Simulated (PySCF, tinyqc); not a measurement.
RKS/exchange-only LDA in the sto-3g basis, for BH, spin multiplicity 1, step by step. The lowest restricted solution is unstable here: a spin-polarised one lies 0.0009 hartree lower (PySCF). Computed by tinyqc, a small Python program that keeps every step (integrals from PySCF). Settings: charge = 0, multiplicity = 1, basis = sto-3g, energy threshold = 1e-09, iteration cap = 75, orthogonalisation = symmetric, start = Wolfsberg-Helmholz matrix, DIIS depth = 4, damping = 0.2, method = RKS, functional = Slater exchange alone, grid = [15, 14]. Command: `OMP_NUM_THREADS=1 python tinyqc.py 30234 30235 out.jsonl` (the two numbers bound the seeds that draw the settings). One thread of a shared host (Intel(R) Xeon(R) Processor @ 2.60GHz), about 0.3 s of CPU time with the checks. Later iterations appear only in the table of the cycle.

## One-electron integrals

Geometry (angstrom):
```
atom,x,y,z
B,0.000000,0.000000,0.000000
H,0.000000,0.000000,1.639000
```

Basis sto-3g: exponents (1/bohr^2) and contraction coefficients of normalised primitives:
```
element,l (shell),exponent,coefficient
B,s (1),48.791113,0.154329
B,s (1),8.887362,0.535328
B,s (1),2.405267,0.444635
B,s (2),2.236956,-0.099967
B,s (2),0.519821,0.399513
B,s (2),0.169062,0.700115
B,p (3),2.236956,0.155916
B,p (3),0.519821,0.607684
B,p (3),0.169062,0.391957
H,s (1),3.425251,0.154329
H,s (1),0.623914,0.535328
H,s (1),0.168855,0.444635
```

Overlap, kinetic and nuclear-attraction integrals over the contracted functions; the nuclear repulsion is the sum of Za Zb / Rab.

nuclear repulsion = 1.61432950 hartree

overlap S:
```
,1B 1s,1B 2s,1B 2px,1B 2py,1B 2pz,2H 1s
1B 1s,1.000000,0.269328,0.000000,0.000000,0.000000,0.024434
1B 2s,0.269328,1.000000,0.000000,0.000000,0.000000,0.274553
1B 2px,0.000000,0.000000,1.000000,0.000000,0.000000,0.000000
1B 2py,0.000000,0.000000,0.000000,1.000000,0.000000,0.000000
1B 2pz,0.000000,0.000000,0.000000,0.000000,1.000000,0.323167
2H 1s,0.024434,0.274553,0.000000,0.000000,0.323167,1.000000
```

kinetic energy T (hartree):
```
,1B 1s,1B 2s,1B 2px,1B 2py,1B 2pz,2H 1s
1B 1s,10.826302,-0.047967,0.000000,0.000000,0.000000,-0.007011
1B 2s,-0.047967,0.359168,0.000000,0.000000,0.000000,0.013931
1B 2px,0.000000,0.000000,1.123881,0.000000,0.000000,0.000000
1B 2py,0.000000,0.000000,0.000000,1.123881,0.000000,0.000000
1B 2pz,0.000000,0.000000,0.000000,0.000000,1.123881,0.069534
2H 1s,-0.007011,0.013931,0.000000,0.000000,0.069534,0.760032
```

nuclear attraction V (hartree):
```
,1B 1s,1B 2s,1B 2px,1B 2py,1B 2pz,2H 1s
1B 1s,-23.470254,-3.226319,0.000000,0.000000,-0.009796,-0.294390
1B 2s,-3.226319,-4.092739,0.000000,0.000000,-0.096929,-0.888304
1B 2px,0.000000,0.000000,-4.041963,0.000000,0.000000,0.000000
1B 2py,0.000000,0.000000,0.000000,-4.041963,0.000000,0.000000
1B 2pz,-0.009796,-0.096929,0.000000,0.000000,-4.102917,-0.979996
2H 1s,-0.294390,-0.888304,0.000000,0.000000,-0.979996,-2.837405
```

core Hamiltonian H = T + V (hartree):
```
,1B 1s,1B 2s,1B 2px,1B 2py,1B 2pz,2H 1s
1B 1s,-12.643952,-3.274286,0.000000,0.000000,-0.009796,-0.301401
1B 2s,-3.274286,-3.733571,0.000000,0.000000,-0.096929,-0.874373
1B 2px,0.000000,0.000000,-2.918082,0.000000,0.000000,0.000000
1B 2py,0.000000,0.000000,0.000000,-2.918082,0.000000,0.000000
1B 2pz,-0.009796,-0.096929,0.000000,0.000000,-2.979036,-0.910462
2H 1s,-0.301401,-0.874373,0.000000,0.000000,-0.910462,-2.077373
```

## Two-electron integrals

Functions are numbered as in S; the eight-fold symmetry (ij|kl) = (ji|kl) = (kl|ij) leaves the list below.

Two-electron integrals (ij|kl) in chemists' order, unique and non-zero (hartree):
```
i,j,k,l,(ij|kl)
1,1,1,1,2.923513
2,1,1,1,0.518376
2,1,2,1,0.109262
2,2,1,1,0.744229
2,2,2,1,0.193177
2,2,2,2,0.544804
3,1,3,1,0.020264
3,2,3,1,0.029996
3,2,3,2,0.120346
3,3,1,1,0.742491
3,3,2,1,0.193240
3,3,2,2,0.544682
3,3,3,3,0.586773
4,1,4,1,0.020264
4,2,4,1,0.029996
4,2,4,2,0.120346
4,3,4,3,0.031630
4,4,1,1,0.742491
4,4,2,1,0.193240
4,4,2,2,0.544682
4,4,3,3,0.523513
4,4,4,4,0.586773
5,1,5,1,0.020264
5,2,5,1,0.029996
5,2,5,2,0.120346
5,3,5,3,0.031630
5,4,5,4,0.031630
5,5,1,1,0.742491
5,5,2,1,0.193240
5,5,2,2,0.544682
5,5,3,3,0.523513
5,5,4,4,0.523513
5,5,5,5,0.586773
6,1,1,1,0.046802
6,1,2,1,0.009832
6,1,2,2,0.017458
6,1,3,3,0.017387
6,1,4,4,0.017387
6,1,5,1,0.000684
6,1,5,2,0.001274
6,1,5,5,0.017610
6,1,6,1,0.000910
6,2,1,1,0.140516
6,2,2,1,0.037200
6,2,2,2,0.119325
6,2,3,3,0.115712
6,2,4,4,0.115712
6,2,5,1,0.004020
6,2,5,2,0.026956
6,2,5,5,0.126426
6,2,6,1,0.003569
6,2,6,2,0.040493
6,3,3,1,0.003286
6,3,3,2,0.016348
6,3,5,3,0.004717
6,3,6,3,0.003801
6,4,4,1,0.003286
6,4,4,2,0.016348
6,4,5,4,0.004717
6,4,6,4,0.003801
6,5,1,1,0.144511
6,5,2,1,0.038696
6,5,2,2,0.130728
6,5,3,3,0.124115
6,5,4,4,0.124115
6,5,5,1,0.006715
6,5,5,2,0.042327
6,5,5,5,0.143801
6,5,6,1,0.003841
6,5,6,2,0.051439
6,5,6,5,0.067808
6,6,1,1,0.322068
6,6,2,1,0.086675
6,6,2,2,0.315472
6,6,3,3,0.299054
6,6,4,4,0.299054
6,6,5,1,0.009551
6,6,5,2,0.088341
6,6,5,5,0.347830
6,6,6,1,0.008364
6,6,6,2,0.148117
6,6,6,5,0.202417
6,6,6,6,0.774606
```

## Orthogonalisation

S = U s U^T; symmetric (Loewdin) form X = U s^(-1/2) U^T, so that X^T S X = 1.

eigenvalues of S: 0.543106  0.803354  1.000000  1.000000  1.176899  1.476641

X:
```
,1B 1s,1B 2s,1B 2px,1B 2py,1B 2pz,2H 1s
1B 1s,1.029530,-0.146144,0.000000,0.000000,-0.005654,0.019375
1B 2s,-0.146144,1.063816,0.000000,0.000000,0.039854,-0.160225
1B 2px,0.000000,0.000000,1.000000,0.000000,0.000000,0.000000
1B 2py,0.000000,0.000000,0.000000,1.000000,0.000000,0.000000
1B 2pz,-0.005654,0.039854,0.000000,0.000000,1.045284,-0.183050
2H 1s,0.019375,-0.160225,0.000000,0.000000,-0.183050,1.078715
```

## Starting guess

The start is the generalised Wolfsberg-Helmholz matrix (K = 1.75) built on H; D = 2 C_occ C_occ^T.

D at the start:
```
,1B 1s,1B 2s,1B 2px,1B 2py,1B 2pz,2H 1s
1B 1s,1.978828,-0.008530,0.000000,0.000000,-0.178303,-0.127158
1B 2s,-0.008530,0.329199,0.000000,0.000000,0.538788,0.311055
1B 2px,0.000000,0.000000,1.985658,0.168757,0.000000,0.000000
1B 2py,0.000000,0.000000,0.168757,0.014342,0.000000,0.000000
1B 2pz,-0.178303,0.538788,0.000000,0.000000,0.895463,0.518983
2H 1s,-0.127158,0.311055,0.000000,0.000000,0.518983,0.301079
```

## Iteration 1: exchange-correlation on the grid

Becke grid with 15 radial and 14 angular points per atom, points of zero weight dropped. rho = sum D_ij phi_i phi_j; V_xc,ij = sum w v_xc phi_i phi_j; v_xc is d(rho eps)/d rho.

The 16 grid points with the largest w rho, of 412 (bohr, atomic units):
```
x,y,z,w,rho,eps_xc,v_xc
1.899687,0.000000,0.000000,2.064564,0.063968,-0.295374,-0.393832
-1.899687,0.000000,0.000000,2.064564,0.063968,-0.295374,-0.393832
1.300000,0.000000,0.000000,0.738198,0.170632,-0.409643,-0.546191
-1.300000,0.000000,0.000000,0.738198,0.170632,-0.409643,-0.546191
0.000000,0.000000,1.300000,0.703815,0.167414,-0.407051,-0.542735
-1.096785,-1.096785,1.096785,2.251339,0.052307,-0.276209,-0.368278
1.096785,1.096785,1.096785,2.251339,0.052307,-0.276209,-0.368278
-0.750555,-0.750555,0.750555,0.828347,0.134185,-0.378111,-0.504148
0.750555,0.750555,0.750555,0.828347,0.134185,-0.378111,-0.504148
1.096785,-1.096785,1.096785,2.251339,0.045483,-0.263633,-0.351511
-1.096785,1.096785,1.096785,2.251339,0.045483,-0.263633,-0.351511
0.000000,0.000000,1.899687,1.000140,0.100974,-0.343917,-0.458557
0.750555,-0.750555,0.750555,0.828347,0.116079,-0.360277,-0.480369
-0.750555,0.750555,0.750555,0.828347,0.116079,-0.360277,-0.480369
0.847833,0.000000,0.000000,0.233067,0.315061,-0.502555,-0.670073
-0.847833,0.000000,0.000000,0.233067,0.315061,-0.502555,-0.670073
```

electrons on the grid, sum of w rho = 5.992028

E_xc = sum of w rho eps_xc = -3.74907647 hartree

V_xc (hartree):
```
,1B 1s,1B 2s,1B 2px,1B 2py,1B 2pz,2H 1s
1B 1s,-1.698787,-0.265987,0.000000,0.000000,-0.005756,-0.024551
1B 2s,-0.265987,-0.384566,0.000000,0.000000,-0.048683,-0.094501
1B 2px,0.000000,0.000000,-0.426349,-0.007379,0.000000,0.000000
1B 2py,0.000000,0.000000,-0.007379,-0.327469,0.000000,0.000000
1B 2pz,-0.005756,-0.048683,0.000000,0.000000,-0.391561,-0.110217
2H 1s,-0.024551,-0.094501,0.000000,0.000000,-0.110217,-0.310041
```

## Iteration 1: building the Kohn-Sham matrix

J_ij = sum D_kl (ij|kl); F = H + J + V_xc; E = tr D H + tr D J / 2 + E_xc + E_nn.

Coulomb J (hartree):
```
,1B 1s,1B 2s,1B 2px,1B 2py,1B 2pz,2H 1s
1B 1s,8.493621,1.733929,0.000000,0.000000,0.037269,0.158357
1B 2s,1.733929,3.526329,0.000000,0.000000,0.205962,0.811223
1B 2px,0.000000,0.000000,3.573130,0.010675,0.000000,0.000000
1B 2py,0.000000,0.000000,0.010675,3.448426,0.000000,0.000000
1B 2pz,0.037269,0.205962,0.000000,0.000000,3.545892,0.910903
2H 1s,0.158357,0.811223,0.000000,0.000000,0.910903,2.274394
```

Kohn-Sham matrix F (hartree):
```
,1B 1s,1B 2s,1B 2px,1B 2py,1B 2pz,2H 1s
1B 1s,-5.849117,-1.806344,0.000000,0.000000,0.021717,-0.167595
1B 2s,-1.806344,-0.591808,0.000000,0.000000,0.060350,-0.157652
1B 2px,0.000000,0.000000,0.228699,0.003297,0.000000,0.000000
1B 2py,0.000000,0.000000,0.003297,0.202875,0.000000,0.000000
1B 2pz,0.021717,0.060350,0.000000,0.000000,0.175296,-0.109776
2H 1s,-0.167595,-0.157652,0.000000,0.000000,-0.109776,-0.113020
```

total energy of this density = -23.68806017 hartree

This density is the starting one.

## Iteration 1: diagonalisation and new density

Diagonalise F' = X^T F X, C = X C', fill 3 alpha and 3 beta electrons from the bottom; D = 2 C_occ C_occ^T; the new density keeps 0.2 of the old one (damping). Each column has its largest component positive (the first on a tie).

F' = X^T F X (hartree):
```
,1,2,3,4,5,6
1,-5.674699,-1.023380,0.000000,0.000000,0.000316,0.008161
2,-1.023380,-0.183475,0.000000,0.000000,0.105589,-0.121336
3,0.000000,0.000000,0.228699,0.003297,0.000000,0.000000
4,0.000000,0.000000,0.003297,0.202875,0.000000,0.000000
5,0.000316,0.105589,0.000000,0.000000,0.236165,-0.157163
6,0.008161,-0.121336,0.000000,0.000000,-0.157163,-0.037584
```

orbital energies (hartree): MO1 -5.859311, MO2 -0.151165, MO3 -0.015628, MO4 0.202461, MO5 0.229113, MO6 0.366511

coefficients C:
```
,MO1,MO2,MO3,MO4,MO5,MO6
1B 1s,0.987280,-0.157578,-0.254255,0.000000,0.000000,-0.132284
1B 2s,0.044572,0.437627,0.855386,0.000000,0.000000,0.505108
1B 2px,0.000000,0.000000,0.000000,-0.124672,0.992198,0.000000
1B 2py,0.000000,0.000000,0.000000,0.992198,0.124672,0.000000
1B 2pz,-0.002106,0.073948,-0.465994,0.000000,0.000000,0.951379
2H 1s,-0.006404,0.773576,-0.409343,0.000000,0.000000,-0.676135
```

D after iteration 1:
```
,1B 1s,1B 2s,1B 2px,1B 2py,1B 2pz,2H 1s
1B 1s,2.098482,-0.389612,0.000000,0.000000,0.131939,-0.064062
1B 2s,-0.389612,1.546142,0.000000,0.000000,-0.478382,0.043181
1B 2px,0.000000,0.000000,0.397132,0.033751,0.000000,0.000000
1B 2py,0.000000,0.000000,0.033751,0.002868,0.000000,0.000000
1B 2pz,0.131939,-0.478382,0.000000,0.000000,0.535290,0.500547
2H 1s,-0.064062,0.043181,0.000000,0.000000,0.500547,1.285851
```

## Iteration 2: exchange-correlation on the grid

As before.

The 16 grid points with the largest w rho, of 412 (bohr, atomic units):
```
x,y,z,w,rho,eps_xc,v_xc
0.000000,0.000000,-1.899687,2.065013,0.047262,-0.267028,-0.356038
0.000000,0.000000,-1.300000,0.738214,0.129761,-0.373910,-0.498546
0.000000,0.000000,1.899687,1.000140,0.087423,-0.327788,-0.437051
-1.096785,-1.096785,-1.096785,2.323139,0.034207,-0.239748,-0.319664
1.096785,1.096785,-1.096785,2.323139,0.034207,-0.239748,-0.319664
-0.750555,-0.750555,-0.750555,0.830490,0.094649,-0.336581,-0.448775
0.750555,0.750555,-0.750555,0.830490,0.094649,-0.336581,-0.448775
-1.096785,1.096785,-1.096785,2.323139,0.032842,-0.236516,-0.315355
1.096785,-1.096785,-1.096785,2.323139,0.032842,-0.236516,-0.315355
-0.750555,0.750555,-0.750555,0.830490,0.091027,-0.332233,-0.442977
0.750555,-0.750555,-0.750555,0.830490,0.091027,-0.332233,-0.442977
0.167279,0.167279,0.167279,0.014626,4.401622,-1.210382,-1.613843
-0.167279,-0.167279,0.167279,0.014626,4.401622,-1.210382,-1.613843
-0.167279,0.167279,0.167279,0.014626,4.398357,-1.210083,-1.613444
0.167279,-0.167279,0.167279,0.014626,4.398357,-1.210083,-1.613444
0.167279,0.167279,-0.167279,0.014626,4.332927,-1.204053,-1.605404
```

electrons on the grid, sum of w rho = 5.974305

E_xc = sum of w rho eps_xc = -3.70808714 hartree

V_xc (hartree):
```
,1B 1s,1B 2s,1B 2px,1B 2py,1B 2pz,2H 1s
1B 1s,-1.700065,-0.258447,0.000000,0.000000,0.004266,-0.023359
1B 2s,-0.258447,-0.368174,0.000000,0.000000,0.016606,-0.092915
1B 2px,0.000000,0.000000,-0.364695,-0.001713,0.000000,0.000000
1B 2py,0.000000,0.000000,-0.001713,-0.342390,0.000000,0.000000
1B 2pz,0.004266,0.016606,0.000000,0.000000,-0.387978,-0.111275
2H 1s,-0.023359,-0.092915,0.000000,0.000000,-0.111275,-0.407432
```

## Iteration 2: building the Kohn-Sham matrix

As before.

Coulomb J (hartree):
```
,1B 1s,1B 2s,1B 2px,1B 2py,1B 2pz,2H 1s
1B 1s,8.141075,1.634220,0.000000,0.000000,-0.004089,0.147678
1B 2s,1.634220,3.307594,0.000000,0.000000,0.050904,0.784600
1B 2px,0.000000,0.000000,3.280997,0.002135,0.000000,0.000000
1B 2py,0.000000,0.000000,0.002135,3.256056,0.000000,0.000000
1B 2pz,-0.004089,0.050904,0.000000,0.000000,3.373060,0.895233
2H 1s,0.147678,0.784600,0.000000,0.000000,0.895233,2.530277
```

Kohn-Sham matrix F (hartree):
```
,1B 1s,1B 2s,1B 2px,1B 2py,1B 2pz,2H 1s
1B 1s,-6.202942,-1.898513,0.000000,0.000000,-0.009619,-0.177082
1B 2s,-1.898513,-0.794152,0.000000,0.000000,-0.029418,-0.182688
1B 2px,0.000000,0.000000,-0.001780,0.000422,0.000000,0.000000
1B 2py,0.000000,0.000000,0.000422,-0.004416,0.000000,0.000000
1B 2pz,-0.009619,-0.029418,0.000000,0.000000,0.006045,-0.126504
2H 1s,-0.177082,-0.182688,0.000000,0.000000,-0.126504,0.045472
```

total energy of this density = -24.04368956 hartree

This density is a damped mixture and is not idempotent.

## Iteration 2: DIIS over 2 matrices

error matrix X^T (FDS - SDF) X:
```
,1,2,3,4,5,6
1,0.000000,-0.001081,0.000000,0.000000,0.033742,0.015850
2,0.001081,0.000000,0.000000,0.000000,0.057715,-0.170218
3,0.000000,0.000000,0.000000,-0.000077,0.000000,0.000000
4,0.000000,0.000000,0.000077,0.000000,0.000000,0.000000
5,-0.033742,-0.057715,0.000000,0.000000,0.000000,-0.219954
6,-0.015850,0.170218,0.000000,0.000000,0.219954,0.000000
```

B (overlaps of the stored error matrices):
```
,1,2
1,4.2013444e-01,-2.4944765e-01
2,-2.4944765e-01,1.6415157e-01
```

Minimise |sum c_i e_i|^2 with sum c_i = 1: solve [B -1; -1 0][c; lambda] = [0; -1] with B_ij = tr e_i^T e_j, and take F = sum c_i F_i.

DIIS coefficients: 0.381837  0.618163

extrapolated F (hartree):
```
,1B 1s,1B 2s,1B 2px,1B 2py,1B 2pz,2H 1s
1B 1s,-6.067838,-1.863320,0.000000,0.000000,0.002347,-0.173460
1B 2s,-1.863320,-0.716889,0.000000,0.000000,0.004859,-0.173128
1B 2px,0.000000,0.000000,0.086225,0.001519,0.000000,0.000000
1B 2py,0.000000,0.000000,0.001519,0.074736,0.000000,0.000000
1B 2pz,0.002347,0.004859,0.000000,0.000000,0.070671,-0.120117
2H 1s,-0.173460,-0.173128,0.000000,0.000000,-0.120117,-0.015046
```

## Iteration 2: diagonalisation and new density

As before.

F' = X^T F X (hartree):
```
,1,2,3,4,5,6
1,-5.892031,-1.034792,0.000000,0.000000,-0.011694,0.010559
2,-1.034792,-0.308983,0.000000,0.000000,0.045222,-0.125411
3,0.000000,0.000000,0.086225,0.001519,0.000000,0.000000
4,0.000000,0.000000,0.001519,0.074736,0.000000,0.000000
5,-0.011694,0.045222,0.000000,0.000000,0.124730,-0.159546
6,0.010559,-0.125411,0.000000,0.000000,-0.159546,0.076047
```

orbital energies (hartree): MO1 -6.077679, MO2 -0.187052, MO3 -0.030912, MO4 0.074538, MO5 0.086423, MO6 0.295406

coefficients C:
```
,MO1,MO2,MO3,MO4,MO5,MO6
1B 1s,0.987572,-0.274520,0.140874,0.000000,0.000000,0.105792
1B 2s,0.043738,0.856908,-0.509090,0.000000,0.000000,-0.430054
1B 2px,0.000000,0.000000,0.000000,-0.128930,0.991654,0.000000
1B 2py,0.000000,0.000000,0.000000,0.991654,0.128930,0.000000
1B 2pz,0.001766,0.070013,0.619732,0.000000,0.000000,-0.859519
2H 1s,-0.007261,0.361393,0.552198,0.000000,0.000000,0.887469
```

D after iteration 2:
```
,1B 1s,1B 2s,1B 2px,1B 2py,1B 2pz,2H 1s
1B 1s,2.132504,-0.499942,0.000000,0.000000,0.138113,-0.058556
1B 2s,-0.499942,1.901832,0.000000,0.000000,-0.504360,0.053827
1B 2px,0.000000,0.000000,0.079426,0.006750,0.000000,0.000000
1B 2py,0.000000,0.000000,0.006750,0.000574,0.000000,0.000000
1B 2pz,0.138113,-0.504360,0.000000,0.000000,0.729414,0.688116
2H 1s,-0.058556,0.053827,0.000000,0.000000,0.688116,0.954098
```

## Iteration 15 (converged): orbitals

converged F (hartree):
```
,1B 1s,1B 2s,1B 2px,1B 2py,1B 2pz,2H 1s
1B 1s,-6.075213,-1.869769,0.000000,0.000000,-0.008437,-0.174461
1B 2s,-1.869769,-0.737797,0.000000,0.000000,-0.037567,-0.183772
1B 2px,0.000000,0.000000,0.053393,0.000000,0.000000,0.000000
1B 2py,0.000000,0.000000,0.000000,0.053393,0.000000,0.000000
1B 2pz,-0.008437,-0.037567,0.000000,0.000000,0.062324,-0.134260
2H 1s,-0.174461,-0.183772,0.000000,0.000000,-0.134260,-0.041342
```

Diagonalise F' = X^T F X, C = X C', fill 3 alpha and 3 beta electrons from the bottom; D = 2 C_occ C_occ^T. Each column has its largest component positive (the first on a tie).

F' = X^T F X (hartree):
```
,1,2,3,4,5,6
1,-5.898285,-1.037824,0.000000,0.000000,-0.017176,0.012040
2,-1.037824,-0.331194,0.000000,0.000000,0.002277,-0.122618
3,0.000000,0.000000,0.053393,0.000000,0.000000,0.000000
4,0.000000,0.000000,0.000000,0.053393,0.000000,0.000000
5,-0.017176,0.002277,0.000000,0.000000,0.116856,-0.162629
6,0.012040,-0.122618,0.000000,0.000000,-0.162629,0.051480
```

orbital energies (hartree): MO1 -6.085525, MO2 -0.219334, MO3 -0.023658, MO4 0.053393, MO5 0.053393, MO6 0.267374

coefficients C:
```
,MO1,MO2,MO3,MO4,MO5,MO6
1B 1s,0.987245,-0.261866,-0.176678,0.000000,0.000000,-0.085175
1B 2s,0.044869,0.810534,0.628042,0.000000,0.000000,0.356241
1B 2px,0.000000,0.000000,0.000000,-0.236462,0.971641,0.000000
1B 2py,0.000000,0.000000,0.000000,0.971641,0.236462,0.000000
1B 2pz,0.004029,0.185768,-0.559278,0.000000,0.000000,0.883418
2H 1s,-0.008051,0.379993,-0.554371,0.000000,0.000000,-0.878290
```

D after iteration 15:
```
,1B 1s,1B 2s,1B 2px,1B 2py,1B 2pz,2H 1s
1B 1s,2.148883,-0.557832,0.000000,0.000000,0.108286,-0.019022
1B 2s,-0.557832,2.106831,0.000000,0.000000,-0.400995,-0.081064
1B 2px,0.000000,0.000000,0.000000,0.000000,0.000000,0.000000
1B 2py,0.000000,0.000000,0.000000,0.000000,0.000000,0.000000
1B 2pz,0.108286,-0.400995,0.000000,0.000000,0.694635,0.761211
2H 1s,-0.019022,-0.081064,0.000000,0.000000,0.761211,0.903575
```

Within a degenerate level the vectors are fixed only up to a rotation; this is one choice.

## Convergence

Stop when the energy changes by less than 1e-09 hartree and every element of the error matrix X^T (F D S - S D F) X is below 9e-06.

Course of the cycle:
```
iteration,E (hartree),change,largest element of the error matrix
1,-23.68806017,-,4.07e-01
2,-24.04368956,-3.56e-01,2.20e-01
3,-24.16625451,-1.23e-01,7.34e-02
4,-24.18903227,-2.28e-02,4.65e-02
5,-24.19565378,-6.62e-03,1.23e-02
6,-24.19696753,-1.31e-03,1.09e-02
7,-24.19728363,-3.16e-04,2.05e-03
8,-24.19733893,-5.53e-05,4.13e-04
9,-24.19734973,-1.08e-05,8.26e-05
10,-24.19735188,-2.15e-06,1.65e-05
11,-24.19735231,-4.29e-07,3.30e-06
12,-24.19735239,-8.58e-08,6.61e-07
13,-24.19735241,-1.72e-08,1.32e-07
14,-24.19735241,-3.43e-09,2.64e-08
15,-24.19735241,-6.87e-10,5.29e-09
```

PySCF RKS in the same basis, fine grid = -24.19985027 hartree

Converged in 15 iterations. The coarse grid moves the energy by +2.50e-03 hartree.

## Populations, bond orders and dipole

Mulliken: Z minus the diagonal of D S on the atom; Loewdin: the same with S^(1/2) D S^(1/2); Mayer order: 2 sum_s sum (D(s) S)_ij (D(s) S)_ji over the two atoms.

Charges (e):
```
atom,Mulliken,Loewdin
1B,0.126852,0.126350
2H,-0.126852,-0.126350
```

Mayer bond orders:
```
pair,order
2-1,0.983909
```

dipole moment about the origin, x y z (debye): 0.000000  0.000000  0.000050
